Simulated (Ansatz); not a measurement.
Molecule (SMILES): N#[N+][O-].
Atoms: N1, N2, O3. Bonds: N1-N2, N2-O3.

How fast the optimised N2-O3 bond length converges with the basis for several methods (Ansatz, an electronic-structure program): deviation from each method's own reference, in Å. References: HF 1.1679 Å, the value in def2-QZVPPD; MP2 1.1780 Å, the value in def2-QZVPP; PBE 1.1889 Å, the value in def2-QZVPPD; PBE0 1.1744 Å, the value in def2-QZVPPD. Cartesian d functions, on some or all atoms, in 6-31G*; all else is spherical. In correlated methods cores are frozen. No added dispersion term, no relativity. The reference of a correlated method is not its basis-set limit, which lies further on.

```tsv
basis	functions	HF	MP2	PBE	PBE0
6-31G*	45	0.0106	(withheld)	0.0088	0.0091
aug-cc-pVDZ	69	0.0070	(withheld)	0.0076	0.0072
pcseg-2	90	0.0013	(withheld)	0.0009	0.0009
cc-pVTZ	90	0.0008	(withheld)	0.0006	0.0007
jun-cc-pV(T+d)Z	117	0.0012	(withheld)	0.0012	0.0012
cc-pCVTZ	129	0.0003	(withheld)	0.0003	0.0004
aug-cc-pVTZ	138	0.0012	(withheld)	0.0012	0.0012
def2-QZVPP	171	0.0000	(withheld)	0.0000	0.0000
```

### Question
Some entries are withheld; supply them.

### Answer

- 6-31G*, MP2: 0.0155
- aug-cc-pVDZ, MP2: 0.0124
- pcseg-2, MP2: 0.0024
- cc-pVTZ, MP2: 0.0018
- jun-cc-pV(T+d)Z, MP2: 0.0030
- cc-pCVTZ, MP2: 0.0008
- aug-cc-pVTZ, MP2: 0.0030
- def2-QZVPP, MP2: 0.0000

Mean absolute deviation over pcseg-2, cc-pVTZ, jun-cc-pV(T+d)Z, cc-pCVTZ, aug-cc-pVTZ: PBE 0.0008, PBE0 0.0009, HF 0.0010, MP2 0.0022 Å.
